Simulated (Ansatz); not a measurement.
**Structure relaxation of Sc2W**

The calculation used DFT PBE, scalar-relativistic, plane waves, PAW in Ansatz 0.2.0. Cutoff 420 eV, Γ-centred k mesh, Gaussian smearing, no spin polarisation in the final step.

Sc2W was placed on the fluorite structure type (Fm-3m, No. 225), with W in place of Ca, Sc in place of F, at a guessed volume.

```
Sc W
1.0
     0.00000    2.99030    2.99030
     2.99030    0.00000    2.99030
     2.99030    2.99030    0.00000
Sc W
2 1
Direct
  0.25000 0.25000 0.25000
  0.75000 0.75000 0.75000
  0.00000 0.00000 0.00000
```

Cell and atoms relax at zero pressure; the relaxation can't lower the symmetry of the start. After a coarse first stage the cell is made exact in the group found at 0.06 Å.

Energies over the elements count from the elements' standard structures at the same level, with no empirical corrections.

Q: What does it relax into?

A: It keeps Fm-3m (No. 225). The result has the fluorite structure. Conventional cell: a = 6.529 Å. Sc is coordinated by 4 W at 2.83 Å and 6 Sc at 3.26 Å; around W lie 8 Sc at 2.83 Å.

```
Sc W
1.0
     0.00000    3.26457    3.26457
     3.26457    0.00000    3.26457
     3.26457    3.26457    0.00000
Sc W
2 1
Direct
  0.25000 0.25000 0.25000
  0.75000 0.75000 0.75000
  0.00000 0.00000 0.00000
```

Q: What are its volume, energy, density and gap?

A: The volume per atom is 23.19 Å³, the density is 6.53 g/cm³ and the energy over the elements is 0.85 eV/atom. The gap on the 12×12×12 mesh is 0 eV (a metal).

The final run used a 12×12×12 mesh on its 3-atom cell and 0.10 eV smearing. The k mesh leaves about 4 meV/atom of noise in metals. Spin–orbit coupling is left out. Symmetry constrained the relaxation, so the result can be a saddle point.

Cost: 3 runs of about 0.6 core-minutes in all, on Arm Neoverse V2 (shared hosts).